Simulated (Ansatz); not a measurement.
# CH6BN: the cost of one run

Method: RKS B3LYP/6-31G*, in Ansatz 0.2.0.

1 further run of the same task is left out (it didn't finish).

## (1) The system as given

Bond lengths: B1–C2 1.560 Å, C2–N3 1.458 Å, B1–H4 1.228 Å, B1–H5 1.235 Å, C2–H6 1.108 Å, C2–H7 1.135 Å, N3–H8 1.030 Å, N3–H9 1.022 Å. Angles: B1–C2–N3 110.3°, B1–C2–H6 110.3°, B1–C2–H7 105.7°, N3–C2–H6 109.7°, N3–C2–H7 110.8°, H6–C2–H7 110.0°, C2–B1–H4 123.9°, C2–B1–H5 117.9°, H4–B1–H5 118.0°, C2–N3–H8 106.1°, C2–N3–H9 111.4°, H8–N3–H9 112.1°.

Structure file:

```xyz
9

B     0.4575    1.2070   -0.1056
C     0.1664   -0.3027   -0.3711
N    -0.4556   -0.9120    0.7986
H     1.5746    1.7119   -0.1737
H    -0.5045    1.9546    0.0968
H    -0.4981   -0.4166   -1.2505
H     1.1758   -0.7766   -0.5832
H    -0.4129   -1.9296    0.6462
H    -1.4147   -0.5823    0.9253
```

## (2) Relaxing end A

Contents of input.yaml:

```yaml
crystal:
  periodic: [false, false, false]
  atoms:
    - { symbol: B, position_ang: [0.4575, 1.207, -0.1056] }
    - { symbol: C, position_ang: [0.1664, -0.3027, -0.3711] }
    - { symbol: "N", position_ang: [-0.4556, -0.912, 0.7986] }
    - { symbol: H, position_ang: [1.5746, 1.7119, -0.1737] }
    - { symbol: H, position_ang: [-0.5045, 1.9546, 0.0968] }
    - { symbol: H, position_ang: [-0.4981, -0.4166, -1.2505] }
    - { symbol: H, position_ang: [1.1758, -0.7766, -0.5832] }
    - { symbol: H, position_ang: [-0.4129, -1.9296, 0.6462] }
    - { symbol: H, position_ang: [-1.4147, -0.5823, 0.9253] }
basis:
  gaussian: { orbitals: "6-31G*" }
hamiltonian:
  xc: b3lyp
relax:
  f_tol: 0.02
  max_steps: 50
```

The run is started by

```
$ ansatz run input.yaml --threads 1 --pin off --max-ram 2048MiB --backend cpu --events-out ev --progress --plain --runs-dir out
```

**Question.** How long does this run take on 1 thread of Intel Xeon Platinum 8488C (Sapphire Rapids), shared host, and how much memory does it need?

About 27 s, with a peak of 0.14 GiB.
